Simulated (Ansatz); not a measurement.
A run of Ansatz (development build ahead of 0.2.0) on doublet CH₃N(+) at this shape:

```yaml
atoms:
  - { symbol: C, position_ang: [-0.4107, -0.4099, -0.0617] }
  - { symbol: N, position_ang: [0.4157, 0.5454, -0.0083] }
  - { symbol: H, position_ang: [1.1782, 0.3205, 0.6406] }
  - { symbol: H, position_ang: [-1.2919, -0.3220, -0.7184] }
  - { symbol: H, position_ang: [-0.3320, -1.3569, 0.5061] }
```

Its results:

* Converged: yes
* Total energy: -93.61880 hartree
* Spin squared of the determinant: 0.883
* Stability test: minimum

Forces (eV/Å):
```
atom      Fx      Fy      Fz
  C1  -2.044   1.298  -2.116
  N2   0.050  -4.280   2.354
  H3   1.083   2.353  -0.527
  H4   0.304  -0.042   0.233
  H5   0.607   0.671   0.056
```

Task: Which input gives this output? Name the method, the orbitals and the basis set, and write the input.

Result: UHF in def2-SVP.

```yaml
crystal:
  periodic: [false, false, false]
  atoms:
    - { symbol: C, position_ang: [-0.4107, -0.4099, -0.0617] }
    - { symbol: "N", position_ang: [0.4157, 0.5454, -0.0083] }
    - { symbol: H, position_ang: [1.1782, 0.3205, 0.6406] }
    - { symbol: H, position_ang: [-1.2919, -0.322, -0.7184] }
    - { symbol: H, position_ang: [-0.332, -1.3569, 0.5061] }
basis:
  gaussian: { orbitals: def2-SVP }
total_charge: 1
magnetization:
  spin_polarized: true
  initial_magnetization: 1
hamiltonian:
  xc: hf
output:
  forces: true
```

Caution: the unrestricted determinant is spin contaminated.
